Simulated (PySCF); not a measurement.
# BFH5N: the cost of one run

Computed with PySCF 2.14.0, with density-fitted response routines of our own, on a single molecule in the gas phase. Atoms count from 0, in the outputs and in this text.

### Step 1. Starting geometry

8 atoms, charge 0, multiplicity 1; geometry from: GFN2-xTB. The atoms were then displaced at random by about 0.01 Å, so the start is not that level's minimum.

Bonds of the start (Å): N0–B1 1.70, B1–F2 1.40, N0–H3 0.99, N0–H4 1.02, N0–H5 1.03, B1–H6 1.19, B1–H7 1.18.

### Step 2. Geometry optimisation at PBE0-D3(BJ)/def2-SVP

The job: settings as JSON, then the geometry in Å.

```
{"job": {"xc": "PBE0", "basis": "def2-SVP", "d3": "d3bj", "grid": 1, "shake": 0.01, "kind": "geom"}, "charge": 0, "multiplicity": 1}
N      0.850560     0.056930     0.093390
B     -0.830130    -0.171280    -0.056350
F     -1.241240     1.008620    -0.677440
H      1.320020    -0.704530     0.526540
H      1.184670     0.225710    -0.859300
H      0.950210     0.932280     0.635040
H     -1.235690    -0.260560     1.055260
H     -0.943270    -1.106310    -0.769600
```

On the command line:

```
$ OMP_NUM_THREADS=1 python probes_run.py task.json out
```

One launch serves the whole session: the jobs run in the order shown.

**Question.** How long does this first job take on 1 thread of Arm Neoverse V2, shared host, and how much memory does it need?

About 11 s, with a peak of 0.3 GiB.
